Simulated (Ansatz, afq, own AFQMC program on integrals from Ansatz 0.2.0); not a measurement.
AFQMC on a folder of integrals that Ansatz 0.2.0 wrote.

```yaml
crystal:
  periodic: [false, false, false]
  atoms:
    - {symbol: Br, position_ang: [0.000000, 0.000000, -1.678867]}
    - {symbol: H, position_ang: [0.000000, 0.000000, -0.258267]}
    - {symbol: Si, position_ang: [0.000000, 0.000000, 1.937133]}
basis:
  gaussian: {orbitals: cc-pVTZ}
magnetization: {spin_polarized: true, initial_magnetization: 2}
correlation: {method: ccsd_t, electrons: outside_noble_gas, hamiltonian_folder: ham}
```

```sh
$ ansatz run in.yaml --threads 1 --pin off --events-out ev --progress --plain --max-ram 24576MiB --backend cuda --devices 0, --max-vram 18GiB
```

Options of the walk:

```
--method phaseless --trial cisd --walkers 2700 --populations 20 --least-time 60 --time-step 0.005 --steps-per-block 50 --equilibration-blocks 28 --max-blocks 4000 --target-error 0.00021 --factor-cut 1e-05 --start spin_pure --seed 6614 --release-times 0.24,0.51,0.99,1.62,2.4 --release-step 0.03 --release-every 3 --taylor-order 6
```

Times are imaginary, in 1/Eh. The walk had a cap of 242 s. With eight or more populations the least sampling time is a fifth of least-time, and the error comes from their spread. Filled inner d shells are frozen with the cores.

```
orbitals 72  electrons 7 5  factors 490 of 561
reference energy -2861.89532263 Eh
CCSD correlation -0.27320196 Eh in 11 cycles, weight of the determinant in the CISD state 0.8622
energy of the start -2862.167917 Eh
 block  time / (1/Eh)  mean weight  energy / Eh
     1     0.250  1.0001  -2862.164074
     2     0.500  0.9999  -2862.166564
     3     0.750  0.9997  -2862.169420
     4     1.000  1.0000  -2862.171744
     5     1.250  1.0003  -2862.174106
    10     2.500  0.9997  -2862.177853
    15     3.750  1.0003  -2862.179583
    20     5.000  1.0001  -2862.180130
    25     6.250  0.9999  -2862.179574
    30     7.500  1.0004  -2862.179028
    35     8.750  1.0000  -2862.180787
    40    10.000  0.9999  -2862.179940
    43    10.750  0.9998  -2862.180825
    45    11.250  0.9999  -2862.179189
    50    12.500  0.9993  -2862.179269
    55    13.750  1.0000  -2862.179498
    60    15.000  1.0000  -2862.178240
    65    16.250  1.0001  -2862.180062
    70    17.500  1.0001  -2862.179158
    75    18.750  1.0002  -2862.179299
    78    19.500  1.0001  -2862.180166
error from the spread of 20 populations
released: time / (1/Eh)  energy / Eh  error  mean overlap
  0.24  -2862.179679  0.000155  0.9998
  0.51  -2862.179854  0.000125  1.0001
  0.99  -2862.179873  0.000128  1.0014
  1.62  -2862.180006  0.000169  0.9959
  2.40  -2862.180323  0.000232  0.9932
energy -2862.179600 +/- 0.000159 Eh
(rows thinned)
```

Task: Estimate how long the walk took on 1 × NVIDIA H100 80GB HBM3 with 2 threads of AMD EPYC 7R13 Processor (Zen 3), on a shared host (the card was shared).

Result: 78 s of wall time.

The run passed its tests (sampling time, drift between the halves within three errors, error under three times the target), which doesn't prove that it has relaxed.

Against this walk (error 4.3 meV) on the same determinant: CCSD(T) 28.6 meV higher, CCSDT(Q) 15.9 meV lower. The error is statistical and leaves out the bias of the constraint. The released energies are still falling (meV from the phaseless value at times in 1/Eh: -2 ± 4 at 0.24, -7 ± 3 at 0.51, -7 ± 3 at 0.99, -11 ± 5 at 1.62, -20 ± 6 at 2.40), so they give no level.

Cautions: constraint bias not in the error; no relativity below Rb; no spin-orbit coupling; inner d shell frozen; lower spins were not checked.

CCSDT and higher add their correlation energy to the determinant of the CCSD(T) run, since their own runs factorise the integrals more tightly (a shift of under 2 meV). A walk keeps the symmetry of its determinant, which the program's search chose and which needn't be the lowest solution, so a lower state of the same spin and another symmetry isn't excluded.
